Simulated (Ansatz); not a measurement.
**A ladder of methods for CH5P (SMILES C=[PH3])**

CH5P: 7 atoms, total charge 0, spin state singlet. SMILES: `C=[PH3]`. Geometry: relaxed at GFN2-xTB.

```
atom    x (Å)    y (Å)    z (Å)
   C  -0.2817  -1.0503   0.3483
   P   0.1491   0.5299  -0.0774
   H   0.4219  -1.7700  -0.0654
   H  -1.3020  -1.2690   0.0398
   H   0.2974   1.2962  -1.2712
   H  -0.6714   1.4276   0.5752
   H   1.3867   0.8357   0.4507
```

Each level gives the energy change with the C1–H3 bond stretched from 1.088 to 2.720 Å (eV). The values are calculated.

```csv
level,kind,program,value (eV),less FCI/STO-3G
HF/STO-3G (restricted),Hartree–Fock,Ansatz,9.69,+4.45
SVWN5/STO-3G (restricted),LDA,Ansatz,7.16,+1.92
revPBE/STO-3G (restricted),GGA,Ansatz,6.60,+1.36
r2SCAN/STO-3G (restricted),meta-GGA,Ansatz,7.15,+1.91
PBE0/STO-3G (restricted),global hybrid,Ansatz,7.64,+2.40
wB97M-V/STO-3G (restricted),range-separated hybrid,Ansatz,8.02,+2.78
MP2/STO-3G (restricted),perturbation theory,Ansatz,6.88,+1.64
CCSD/STO-3G (restricted),coupled cluster or CI,Ansatz,5.42,+0.18
CCSDTQ/STO-3G (restricted),coupled cluster or CI,Ansatz,5.24,0.00
FCI/STO-3G,exact in the basis,Ansatz,5.24,0.00
```

FCI/STO-3G is exact within its basis and frozen core, so for wave-function methods in that basis the difference is their error; functionals converge differently with the basis, so for them it is only a difference. A spin-restricted reference rises too steeply as a bond breaks; here HF/STO-3G, SVWN5/STO-3G, revPBE/STO-3G, r2SCAN/STO-3G, PBE0/STO-3G, wB97M-V/STO-3G, MP2/STO-3G lie well above the multireference or unrestricted value. The first shape isn't each level's own minimum. The values span 5.24 to 9.69 eV. All rows use very small basis sets, so none should be taken for the real molecule's value.
